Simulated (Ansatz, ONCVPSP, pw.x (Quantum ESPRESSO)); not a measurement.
**germanium (diamond): variants of one ONCV potential in the solid**

germanium, optimised norm-conserving Vanderbilt (ONCV), made with ONCVPSP 4.0.1.1 (patched build) (PBE, scalar-relativistic). Core [Ar] 3d10, reference 4s2 4p1.75 (charge +0.25). Waves: 4s: rc 1.70 bohr, ncon 4, nbas 9, qcut 4.8 1/bohr, 1 projector; 4p: rc 2.30 bohr, ncon 4, nbas 7, qcut 3.3 1/bohr, 2 projectors, debl 2.6 Ha; d scattering state at 0.19 Ha: rc 1.75 bohr, ncon 4, nbas 8, qcut 5 1/bohr, 1 projector. Local part: polynomial inside 1.50 bohr (lpopt 2, dvloc0 1 Ha). Core correction: none.

Crystal test: diamond Ge in pw.x 7.5, no spin, 8³ k-points, Fermi–Dirac smearing 0.01 Ry, cutoffs set for each file from its atomic test. The reference is all-electron LAPW (Ansatz 0.2.0) with the same functional, mesh and smearing; V0 and B0 come from Birch–Murnaghan fits to the pressures at five volumes. Errors are pseudo minus all-electron; Δ is the rms difference of the E(V) curves that follow from these fits, minima aligned, over ±6 % about the mean V0. Mesh and smearing are coarse, so the numbers serve the comparison and aren't converged zero-temperature values; the lattice is a test structure that the element need not adopt.

All-electron: a0 = 5.765 Å (V0 = 23.95 Å³/atom), B0 = 57.6 GPa.

3 further variants are left out: they gave no file fit for a test, a broken result, the same result as the base, or pressures whose basis-set error rivals the error shown.

```json
{"change": "base", "cutoffs (Ry)": "35/140", "pw.x": "converged", "a0 (Å)": "5.792", "a0 error (%)": "+0.47", "B0 error (%)": "-2.4", "Δ (meV/atom)": "4.2", "mean pressure error (GPa)": "+0.81"}
{"change": "s: ncon 3, nbas 8", "cutoffs (Ry)": "35/140", "pw.x": "converged", "a0 (Å)": "5.792", "a0 error (%)": "+0.47", "B0 error (%)": "-2.4", "Δ (meV/atom)": "4.2", "mean pressure error (GPa)": "+0.82"}
```

(1) Give the row for: p: rc 2.98.

Answers

(1) pw.x: converged; mean pressure error (GPa): +1.12; a0 (Å): 5.801; a0 error (%): +0.63; B0 error (%): -1.6; Δ (meV/atom): 5.7.
